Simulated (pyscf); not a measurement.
`[F][Si]([F])([F])[F]` + `[OH2]` → `[FH]` + `[OH][Si]([F])([F])[F]`, a four-centre exchange (singlet surface; F–Si, H–O broken, F–H, O–Si formed). Single points on ωB97X-D3(BJ)/def2-SVP structures (PySCF, gas phase). Energies in eV from the separated reactants.

Small-basis levels: PySCF, no dispersion term, spherical d functions. AM1 to PM7: differences of heats of formation from MOPAC. GFN2-xTB: tblite. Cost: rough CPU time at the saddle relative to B3LYP/6-31G*, from one job on a shared machine.

```
level                   barrier  reaction energy        cost
----------------------  -------  ---------------  ----------
HF/3-21G                  -0.12            +0.26        0.06
HF/6-31G*                  1.49            +0.54         0.1
MP2/6-31G*                 0.92            +0.56         0.1
SVWN5/6-31G*              -0.12            +0.54         0.9
B3LYP/STO-3G              -0.58            +0.58         0.5
B3LYP/LANL2DZ              0.06            -0.02         0.6
PBE/def2-SVP               0.33            +0.35           2
GFN2-xTB                   1.11            +0.31  under 0.02
AM1                        2.07            +0.72  under 0.02
PM3                        1.98            +0.45  under 0.02
PM6                        1.38            +0.53  under 0.02
PM7                        1.96            +0.49  under 0.02
ωB97M-D3(BJ)/def2-TZVP     0.99            +0.32           –
```

Against the last row the barrier runs from -1.57 (B3LYP/STO-3G) to +1.08 eV (AM1). At HF/3-21G, SVWN5/6-31G*, B3LYP/STO-3G, PBE/def2-SVP this geometry lies under one side, so the entry may be no barrier of that level: it is a single point on another level's saddle. ωB97M-D3(BJ)/def2-TZVP has limits of its own. One saddle was located; it need not be the lowest between these sides.
